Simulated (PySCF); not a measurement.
BCl3, SMILES ClB(Cl)Cl. Coordinates come from a TPSSh-D3(BJ)/def2-SVP optimisation. The isomer is the one that the SMILES or the coordinates give; other isomers of the formula were not compared.

Calculation: TPSSh-D3(BJ)/def2-SVP in PySCF 2.14.0.

Harmonic wavenumbers (cm⁻¹): 251, 251, 447, 469, 976, 976. Rotational constants (GHz): 3.107, 3.107, 1.553; symmetry number 6.

Q: Work out the zero-point energy and the ideal-gas rigid-rotor harmonic-oscillator thermochemistry at 298.15 K and 1 atm.

A: ZPE = ½ Σ hcν = ½ × 3371 cm⁻¹ = 4.82 kcal/mol. H − E(el) = 8.17 kcal/mol. Entropy in cal/(mol K): translation 40.19, rotation 23.90, vibration 5.19, total 69.29. G − E(el) = -12.49 kcal/mol. Cp = 14.96 cal/(mol K).
